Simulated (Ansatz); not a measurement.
Rock-salt HfC was calculated with r²SCAN+SOC in Ansatz (PAW).

Numerical settings: plane-wave cutoff 600 eV, 24×24×24 k mesh, Fermi–Dirac smearing 0.066 eV (set by the program), PAW data made under PBE.

Computed at the level's own relaxed cell.

Elastic tensor (GPa, Voigt notation, ions relaxed):

```
  516.7   108.6   108.6     0.0     0.0     0.0
  108.6   516.7   108.6     0.0     0.0     0.0
  108.6   108.6   516.7     0.0     0.0     0.0
    0.0     0.0     0.0   189.1     0.0     0.0
    0.0     0.0     0.0     0.0   189.1     0.0
    0.0     0.0     0.0     0.0     0.0   189.1
```

Worked from these constants: the tetragonal shear constant is C′ = (C11 − C12)/2 = 204.1 GPa against C44 = 189.1 GPa, so the C44 shear is the softer. The Zener ratio C44/C′ is 0.93 (1 for an isotropic solid), and the Cauchy pressure C12 − C44 is -80.5 GPa. With C11 + 2C12 = 733.9 GPa all three Born conditions hold; they don't test modes at the zone boundary.

Measured, for comparison: elastic constant C11 500 GPa, elastic constant C44 180 GPa (temperature not stated, no zero-point or thermal correction; as tabulated in Wu et al. (2005), arXiv:cond-mat/0412374). Computed (rounded) less measured: elastic constant C11 +3 %, elastic constant C44 +5 %. A static lattice is as a rule a little smaller and stiffer than an uncorrected measurement, which narrows the difference in the elastic constant C11, elastic constant C44 and would widen misses of the other sign.

Ansatz is a first-principles code.
